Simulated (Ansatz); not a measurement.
# C₃H₄F₂O: up Jacob's ladder to CCSD(T)

Aim: compute C₃H₄F₂O with functionals from several rungs and with coupled cluster, and see how far each lands from CCSD(T) at the basis-set limit for the atomisation energy.

The runs use Ansatz 0.2.0, Gaussian basis; functionals in def2-TZVPP, the program's frozen cores in correlated methods.

Levels to be run: LDA (SPW92), PBE-D4, revPBE-D4, BLYP-D4, r2SCAN-D4, B97M-V, PBE0-D4, B3LYP-D4, r2SCANh-D4, r2SCAN0-D4, HSE06-D4, BHLYP-D4, CAM-B3LYP-D4, LC-ωPBE, ωB97X-V, ωB97M-V, B2PLYP, PBE-QIDH; CCSD(T)/def2-SVP; CCSD(T)/def2-TZVPP; MP2/def2-QZVPP; extrapolation to the limit; RPA on PBE.

## Step 1: The geometry

All runs share one geometry, relaxed beforehand with PBE0-D4 in a triple-zeta def2 set.

10 atoms, charge 0, spin multiplicity 1.

Atoms are counted from 1 here; the program's logs count them from 0.

Bond lengths: C1–C2 1.494 Å, C1–H7 1.088 Å, C1–H8 1.093 Å, C1–H9 1.093 Å, C2–O3 1.201 Å, C2–C4 1.534 Å, C4–F5 1.355 Å, C4–F6 1.355 Å, C4–H10 1.093 Å. Angles: C2–C1–H7 109.9°, C2–C1–H8 109.7°, C2–C1–H9 109.7°, H7–C1–H8 110.3°, H7–C1–H9 110.3°, H8–C1–H9 106.8°, C1–C2–O3 125.0°, C1–C2–C4 116.3°, O3–C2–C4 118.6°, C2–C4–F5 109.4°, C2–C4–F6 109.5°, C2–C4–H10 111.3°, F5–C4–F6 107.6°, F5–C4–H10 109.4°, F6–C4–H10 109.4°.

Coordinates:

```xyz
10
C3H4F2O
C    -0.4572   -0.9621    0.7432
C     0.6345   -0.2608    0.0022
O     1.7752   -0.6323   -0.0597
C     0.2412    1.0294   -0.7294
F    -0.7199    0.7527   -1.6436
F    -0.2776    1.9126    0.1573
H    -0.0651   -1.8592    1.2170
H    -1.2651   -1.2196    0.0532
H    -0.8838   -0.2918    1.4938
H     1.1009    1.4800   -1.2310
```

## Step 2: LDA

This LDA is Slater exchange with PW92 correlation.

in.yaml

```yaml
crystal:
  periodic: [false, false, false]
  atoms:
    - {symbol: C, position_ang: [-0.457234, -0.962124, 0.743163]}
    - {symbol: C, position_ang: [0.634513, -0.260843, 0.002223]}
    - {symbol: O, position_ang: [1.775224, -0.632332, -0.059692]}
    - {symbol: C, position_ang: [0.241230, 1.029360, -0.729357]}
    - {symbol: F, position_ang: [-0.719902, 0.752673, -1.643550]}
    - {symbol: F, position_ang: [-0.277567, 1.912637, 0.157319]}
    - {symbol: H, position_ang: [-0.065060, -1.859249, 1.217049]}
    - {symbol: H, position_ang: [-1.265075, -1.219577, 0.053220]}
    - {symbol: H, position_ang: [-0.883849, -0.291783, 1.493753]}
    - {symbol: H, position_ang: [1.100921, 1.480037, -1.231029]}
basis:
  gaussian: {orbitals: def2-TZVPP}
hamiltonian: {xc: lda}
output: {orbitals: {seedname: orbitals}}
```

Command:

```
$ ansatz run in.yaml --threads 4 --pin off --events-out ev --progress --plain --max-ram 10444MiB
```

Further steps of the session: PBE-D4 (GGA); revPBE-D4 (GGA); BLYP-D4 (GGA); r2SCAN-D4 (meta-GGA); B97M-V (meta-GGA); B3LYP-D4 (hybrid); r2SCANh-D4 (hybrid); r2SCAN0-D4 (hybrid); HSE06-D4 (hybrid); BHLYP-D4 (hybrid); CAM-B3LYP-D4 (range-separated); LC-ωPBE (range-separated); ωB97X-V (range-separated); ωB97M-V (range-separated); B2PLYP (double hybrid); PBE-QIDH (double hybrid); CCSD(T) in def2-SVP; CCSD(T) in def2-TZVPP; MP2 in def2-QZVPP; RPA on PBE orbitals.

**Question.** What will the summary of the whole plan be? Wanted: atomisation energy, CCSD(T)/CBS; farthest beyond LDA; mean size of error, GGA; mean size of error, meta-GGA; mean size of error, hybrid; mean size of error, range-separated; mean size of error, double hybrid; gap, smallest and largest; T1 diagnostic.

**Answer**, as computed:

```
                               quantity                                                     value
        atomisation energy, CCSD(T)/CBS                                             4163.6 kJ/mol
 functionals within 20.8 kJ/mol (0.5 %)  B97M-V, B3LYP-D4, r2SCANh-D4, ωB97X-V, ωB97M-V, PBE-QIDH
                    farthest beyond LDA                                  BHLYP-D4 (-188.6 kJ/mol)
                mean size of error, GGA                                               76.0 kJ/mol
           mean size of error, meta-GGA                                               17.5 kJ/mol
             mean size of error, hybrid                                               59.6 kJ/mol
    mean size of error, range-separated                                               23.8 kJ/mol
      mean size of error, double hybrid                                               25.8 kJ/mol
              gap, smallest and largest                 3.67 eV (LDA (SPW92)), 11.93 eV (LC-ωPBE)
                          T1 diagnostic                                                    0.0133
triples share of the correlation energy                                                     3.6 %
```

In words: LDA overbinds by 760.6 kJ/mol (18 %). PBE-D4 misses by +167.9 kJ/mol. Double hybrids carry the basis error of their MP2 part in triple zeta, and no dispersion term here, so their miss is partly the set-up's. Taken by rung, meta-GGA functionals do best (17.5 kJ/mol on average) and GGA ones worst beyond LDA (76.0 kJ/mol). The gap between the best rungs is small, so their order is not settled. Misses under about 20.8 kJ/mol are within the doubt on the reference itself, which lacks core-valence correlation, relativity and higher excitations. Hartree-Fock recovers 71 % of the binding; the rest is correlation. CCSD(T) in def2-SVP is off by -179.7 kJ/mol, worse than the median functional, from the basis alone. Orbital gaps span 3.7 to 11.9 eV; exact exchange widens them.
